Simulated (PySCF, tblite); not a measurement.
# 1,3-dichloropropane (C₃H₆Cl₂): dynamics, then NMR shifts on frames, part 2 of 2

tblite 0.8.0 and PySCF 2.14.0. Atoms count from 0.

## (5) NMR shieldings: 625 fs, PBE0/pcSseg-1

Job settings and geometry (Å):

```
{"job": {"kind": "nmr", "xc": "PBE0", "basis": "pcSseg-1", "pop": false}, "charge": 0, "multiplicity": 1}
Cl     2.485100    -1.238700     0.684800
C      1.505300     0.142400    -0.016400
C      0.194100    -0.484600    -0.577900
C     -0.679100    -1.071800     0.556600
Cl    -1.375100     0.281100     1.506700
H      2.214600     0.520500    -0.793700
H      1.374300     0.853700     0.773700
H      0.393000    -1.394100    -1.193000
H     -0.283900     0.276800    -1.174900
H     -0.071900    -1.757800     1.109400
H     -1.569900    -1.618900     0.186500
```

With the program's defaults for keys left out, this is: GIAO PBE0/pcSseg-1 NMR shielding, non-relativistic, gas phase.

Output:

```text
coarse grid: 10232 points
cycle   1  E = -1037.7728617068  dE =  2.573e-01  |g| = 2.765e-01  |ddm| = 2.763e+00
cycle   2  E = -1037.7737463621  dE = -8.847e-04  |g| = 3.020e-01  |ddm| = 6.735e-01
cycle   3  E = -1037.7954774380  dE = -2.173e-02  |g| = 4.624e-02  |ddm| = 3.266e-01
cycle   4  E = -1037.7959129538  dE = -4.355e-04  |g| = 2.049e-02  |ddm| = 5.038e-02
cycle   5  E = -1037.7960130554  dE = -1.001e-04  |g| = 3.458e-03  |ddm| = 1.829e-02
cycle   6  E = -1037.7960156244  dE = -2.569e-06  |g| = 1.420e-03  |ddm| = 4.240e-03
final grid: 89352 points
cycle   7  E = -1037.8245949541  dE = -2.634e-05  |g| = 7.295e-03  |ddm| = 1.719e-02
cycle   8  E = -1037.8245879491  dE =  7.005e-06  |g| = 8.624e-03  |ddm| = 1.210e-02
cycle   9  E = -1037.8246068044  dE = -1.886e-05  |g| = 1.161e-03  |ddm| = 7.563e-03
cycle  10  E = -1037.8246070717  dE = -2.673e-07  |g| = 1.787e-04  |ddm| = 1.304e-03
cycle  11  E = -1037.8246070791  dE = -7.405e-09  |g| = 4.458e-05  |ddm| = 1.787e-04
cycle  12  E = -1037.8246070795  dE = -4.522e-10  |g| = 1.084e-05  |ddm| = 4.001e-05
converged SCF energy = -1037.8246070795

GIAO shielding tensors (ppm)
atom      isotropic    diamagn.    paramagn.     s11        s22        s33       span
  0 Cl     839.193    1145.620    -306.427    606.841    821.737   1089.002    482.161
  1 C      133.238     244.086    -110.849    102.137    129.560    168.016     65.880
  2 C      140.320     245.568    -105.247    122.288    140.946    157.727     35.439
  3 C      138.503     247.213    -108.710    111.223    128.874    175.412     64.189
  4 Cl     863.120    1146.502    -283.382    656.491    842.416   1090.453    433.961
  5 H       26.883      27.136      -0.253     20.300     26.372     33.977     13.677
  6 H       27.794      28.405      -0.611     23.304     27.468     32.609      9.305
  7 H       29.175      28.801       0.374     24.512     27.566     35.447     10.935
  8 H       29.763      29.787      -0.024     25.191     28.175     35.924     10.733
  9 H       27.856      29.121      -1.265     22.717     28.430     32.422      9.705
 10 H       27.490      28.458      -0.968     20.900     26.813     34.757     13.857
```

It took 15 s on 1 thread of Arm Neoverse N1, shared host; peak memory 0.62 GiB.

In short: δ C1 53.7, C3 48.4, C2 46.6, Cl0 111, H5 4.83, H10 4.23 ppm.

## (6) NMR shieldings: 800 fs, PBE0/pcSseg-1

Job settings and geometry (Å):

```
{"job": {"kind": "nmr", "xc": "PBE0", "basis": "pcSseg-1", "pop": false}, "charge": 0, "multiplicity": 1}
Cl     2.188000    -0.745300     0.810300
C      1.240200     0.303100    -0.363900
C      0.044300    -0.519900    -0.826400
C     -0.823800    -1.044900     0.321500
Cl    -1.770800     0.374700     1.081100
H      1.923500     0.477700    -1.190500
H      0.935900     1.180000     0.222600
H      0.372400    -1.346300    -1.428000
H     -0.592800     0.144700    -1.391900
H     -0.168400    -1.496500     0.998600
H     -1.566300    -1.642200    -0.102900
```

With the program's defaults for keys left out, this is: GIAO PBE0/pcSseg-1 NMR shielding, non-relativistic, gas phase.

Output:

```text
coarse grid: 10232 points
cycle   1  E = -1037.7703590337  dE =  3.100e-01  |g| = 2.841e-01  |ddm| = 2.783e+00
cycle   2  E = -1037.7717679456  dE = -1.409e-03  |g| = 3.036e-01  |ddm| = 6.826e-01
cycle   3  E = -1037.7937823446  dE = -2.201e-02  |g| = 4.842e-02  |ddm| = 3.340e-01
cycle   4  E = -1037.7942567380  dE = -4.744e-04  |g| = 2.052e-02  |ddm| = 5.016e-02
cycle   5  E = -1037.7943579938  dE = -1.013e-04  |g| = 3.809e-03  |ddm| = 1.894e-02
cycle   6  E = -1037.7943613100  dE = -3.316e-06  |g| = 1.311e-03  |ddm| = 4.653e-03
final grid: 89352 points
cycle   7  E = -1037.8226975127  dE = -3.307e-05  |g| = 7.514e-03  |ddm| = 1.926e-02
cycle   8  E = -1037.8226906171  dE =  6.896e-06  |g| = 8.771e-03  |ddm| = 1.236e-02
cycle   9  E = -1037.8227100519  dE = -1.943e-05  |g| = 1.249e-03  |ddm| = 7.848e-03
cycle  10  E = -1037.8227103738  dE = -3.219e-07  |g| = 1.796e-04  |ddm| = 1.451e-03
cycle  11  E = -1037.8227103812  dE = -7.366e-09  |g| = 4.790e-05  |ddm| = 1.833e-04
cycle  12  E = -1037.8227103817  dE = -5.184e-10  |g| = 1.064e-05  |ddm| = 4.023e-05
converged SCF energy = -1037.8227103817

GIAO shielding tensors (ppm)
atom      isotropic    diamagn.    paramagn.     s11        s22        s33       span
  0 Cl     857.632    1146.347    -288.715    674.507    820.281   1078.108    403.601
  1 C      130.738     246.392    -115.654     92.337    128.541    171.336     78.999
  2 C      146.651     249.175    -102.524    137.636    148.859    153.457     15.820
  3 C      130.430     247.230    -116.800     86.558    125.126    179.606     93.048
  4 Cl     827.954    1146.577    -318.623    580.656    795.805   1107.401    526.744
  5 H       27.536      28.454      -0.919     21.339     26.928     34.339     13.000
  6 H       27.022      28.249      -1.228     22.446     26.385     32.233      9.787
  7 H       30.235      30.393      -0.158     25.007     28.853     36.844     11.838
  8 H       30.013      30.628      -0.615     25.303     29.172     35.563     10.259
  9 H       27.774      29.652      -1.878     22.257     28.605     32.460     10.203
 10 H       28.617      30.141      -1.524     22.043     28.387     35.420     13.377
```

It took 14 s on 1 thread of Arm Neoverse N1, shared host; peak memory 0.62 GiB.

Key values: δ C3 56.5, C1 56.2, C2 40.3, Cl4 122, H6 4.70, H5 4.18 ppm.

## (7) Shielding tensors: 1000 fs, PBE0/pcSseg-1

Job settings and geometry (Å):

```
{"job": {"kind": "nmr", "xc": "PBE0", "basis": "pcSseg-1", "pop": false}, "charge": 0, "multiplicity": 1}
Cl     2.033800    -0.600200     0.517100
C      0.820600    -0.121600    -0.757600
C     -0.320300    -1.077100    -0.806100
C     -1.201700    -1.089900     0.492400
Cl    -1.782000     0.645000     0.801400
H      1.381300    -0.240300    -1.690500
H      0.549000     0.958600    -0.743600
H      0.085400    -2.034600    -1.061600
H     -1.034700    -0.864100    -1.596300
H     -0.586700    -1.218700     1.356100
H     -1.966100    -1.835400     0.563500
```

With the program's defaults for keys left out, this is: GIAO PBE0/pcSseg-1 NMR shielding, non-relativistic, gas phase.

Output:

```text
coarse grid: 10232 points
cycle   1  E = -1037.7691660935  dE =  2.851e-01  |g| = 2.799e-01  |ddm| = 2.790e+00
cycle   2  E = -1037.7702485880  dE = -1.082e-03  |g| = 3.007e-01  |ddm| = 6.776e-01
cycle   3  E = -1037.7919456359  dE = -2.170e-02  |g| = 4.852e-02  |ddm| = 3.366e-01
cycle   4  E = -1037.7924168960  dE = -4.713e-04  |g| = 2.141e-02  |ddm| = 5.144e-02
cycle   5  E = -1037.7925275792  dE = -1.107e-04  |g| = 3.524e-03  |ddm| = 1.946e-02
cycle   6  E = -1037.7925303457  dE = -2.766e-06  |g| = 1.297e-03  |ddm| = 4.379e-03
final grid: 89352 points
cycle   7  E = -1037.8203829533  dE = -2.870e-05  |g| = 7.312e-03  |ddm| = 1.911e-02
cycle   8  E = -1037.8203756460  dE =  7.307e-06  |g| = 8.713e-03  |ddm| = 1.218e-02
cycle   9  E = -1037.8203948355  dE = -1.919e-05  |g| = 1.193e-03  |ddm| = 7.762e-03
cycle  10  E = -1037.8203951217  dE = -2.861e-07  |g| = 1.893e-04  |ddm| = 1.384e-03
cycle  11  E = -1037.8203951301  dE = -8.430e-09  |g| = 4.446e-05  |ddm| = 1.898e-04
cycle  12  E = -1037.8203951305  dE = -4.334e-10  |g| = 1.013e-05  |ddm| = 3.912e-05
converged SCF energy = -1037.8203951305

GIAO shielding tensors (ppm)
atom      isotropic    diamagn.    paramagn.     s11        s22        s33       span
  0 Cl     853.185    1146.155    -292.970    644.612    814.210   1100.734    456.122
  1 C      134.631     243.769    -109.138     99.638    127.541    176.715     77.077
  2 C      150.903     246.019     -95.116    146.385    151.705    154.620      8.236
  3 C      131.061     248.767    -117.706     88.904    127.156    177.123     88.219
  4 Cl     846.695    1146.693    -299.998    662.248    793.754   1084.083    421.835
  5 H       27.739      28.223      -0.485     21.331     27.192     34.693     13.361
  6 H       27.043      27.459      -0.416     22.119     26.797     32.214     10.095
  7 H       30.159      29.448       0.712     24.771     28.919     36.788     12.017
  8 H       29.795      29.266       0.529     24.759     28.450     36.174     11.415
  9 H       27.669      30.176      -2.507     23.311     26.572     33.124      9.812
 10 H       28.456      28.815      -0.359     22.848     27.346     35.173     12.326
```

It took 15 s on 1 thread of Arm Neoverse N1, shared host; peak memory 0.63 GiB.

This run: δ C3 55.9, C1 52.3, C2 36.0, Cl4 103, H6 4.67, H9 4.05 ppm.

## (8) Run by run: NMR shifts

Shifts (ppm) of some atoms, chosen among heavy atoms and hydrogens apart, with basis size and wall time:

```
  frame    C1    C3    C2   H10    H6  Cl4  Cl0  functions  time
 250 fs  50.7  44.4  41.5  5.36  4.66   71   67        129  20 s
 425 fs  52.2  49.5  42.3  3.98  3.08  100  107        129  15 s
 625 fs  53.7  48.4  46.6  4.23  3.92   87  111        129  15 s
 800 fs  56.2  56.5  40.3  3.10  4.70  122   92        129  14 s
1000 fs  52.3  55.9  36.0  3.26  4.67  103   97        129  15 s
```

## (9) Outcome

What follows sums up all 2 parts.

| quantity | value |
| --- | --- |
| thermostat | 300 K |
| mean temperature, second half | 273 K |
| mean potential energy above the minimum | 0.33 eV |
| 13C shifts against TMS (PBE0/pcSseg-1, 250 fs) | 50.7, 44.4, 41.5 ppm |
| 1H shifts against TMS (PBE0/pcSseg-1, 250 fs) | 5.36, 4.66, 3.80, 3.63, 2.71, 0.95 ppm |
| 35Cl shifts against HCl (PBE0/pcSseg-1, 250 fs) | 71, 67 ppm |
| surface potential, 1st and 99th percentile | -0.68 V and 1.19 V |
| range of the shift of Cl4 | 71 to 122 ppm |

In the second half the potential energy averages 0.33 eV above the minimum; equipartition over 27 harmonic modes at 300 K would give 0.35 eV. With 11 atoms the temperature swings widely (138 to 470 K). Shifts at one fixed geometry are not the observed spectrum, which averages over the motion. In the first frame run (250 fs): The widest tensor belongs to Cl4: span 392 ppm, with a paramagnetic part of -268 ppm. Across the 5 runs the shift of Cl4 moves most, between 71 (250 fs) and 122 ppm (800 fs).
